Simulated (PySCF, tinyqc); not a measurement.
Worked calculation: CID on RHF in the sto-6g basis, frozen core, for LiH, spin multiplicity 1. The lowest restricted solution is unstable here: a spin-polarised one lies 0.0221 hartree lower (PySCF). One step of it, computed by the program tinyqc.

Question. CID: roots. Diagonalise (each vector has its largest component positive (the first on a tie)); all determinants have Ms = 0, so triplets appear too. The lowest singlet root is the correlation energy.

Occupation strings over the orbitals (2 doubly, a alpha, b beta, 0 empty; spin orbitals ordered 1a 1b 2a 2b ...): 220000 202000 20a00b 200200 200020 20b00a 200002

H - E(HF) between determinants (hartree), lower triangle:
```
           220000     202000     20a00b    200200    200020     20b00a    200002
220000   0.000000
202000   0.028267   0.531272
20a00b  -0.052233   0.112789   0.430516
200200   0.020392   0.041654  -0.010748  0.596793
200020   0.020392   0.041654  -0.010748  0.016875  0.596793
20b00a   0.052233  -0.112789  -0.036144  0.010748  0.010748   0.430516
200002   0.133897   0.036144   0.029137  0.018508  0.018508  -0.029137  0.566235
```

Give: lowest roots of this matrix, relative to E(HF); lowest vectors; <S^2> of these roots; weight of the ground state by excitation level 0, 1, 2, ....

Answer.

lowest roots of this matrix, relative to E(HF) (hartree): -0.0470  0.3386  0.3944  0.5666  0.5799  0.6106  0.7090

lowest vectors:
```
         root 1   root 2  root 3   root 4
220000   0.9564   0.1727  0.0000   0.1961
202000  -0.0806   0.6408  0.0000  -0.2849
20a00b   0.1266  -0.5071  0.7071  -0.1231
200200  -0.0143  -0.1461  0.0000  -0.2286
200020  -0.0143  -0.1461  0.0000  -0.2286
20b00a  -0.1266   0.5071  0.7071   0.1231
200002  -0.2153  -0.0497  0.0000   0.8634
```

<S^2> of these roots: 0.0000  0.0000  2.0000  0.0000  0.0000  0.0000  0.0000

weight of the ground state by excitation level 0, 1, 2, ...: 0.9147  0.0000  0.0853
